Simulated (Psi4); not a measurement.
Psi4 input (wB97X-D/6-31G*):

```
memory 1500 MB

molecule {
0 2
N     0.00050850    0.05505915    0.21829074
C     0.00176132    1.42665324    0.07760598
C     1.21886028   -0.65170039   -0.11593847
C    -1.22078552   -0.64895999   -0.11094661
H     0.93451484    1.93798604    0.26489020
H    -0.92906689    1.94007936    0.26870335
H     1.36171805   -0.73955939   -1.20323368
H     1.19291628   -1.65514888    0.31148623
H     2.07484105   -0.12021475    0.29928959
H    -1.36828861   -0.73649284   -1.19764770
H    -2.07386374   -0.11555460    0.30777843
H    -1.19534696   -1.65246620    0.31637296
symmetry c1
no_reorient
no_com
}

set {
  basis 6-31G*
  reference uks
  scf_type pk
  dft_radial_points 99
  dft_spherical_points 590
  e_convergence 1e-8
  d_convergence 1e-7
  maxiter 150
}

e = energy('wb97x-d')
print_out(f'\nFINAL {e:.10f} DIPOLE {variable("CURRENT DIPOLE")[0]:.6f} {variable("CURRENT DIPOLE")[1]:.6f} {variable("CURRENT DIPOLE")[2]:.6f}\n')
```

Predict the final energy.

-173.75788 Eh.
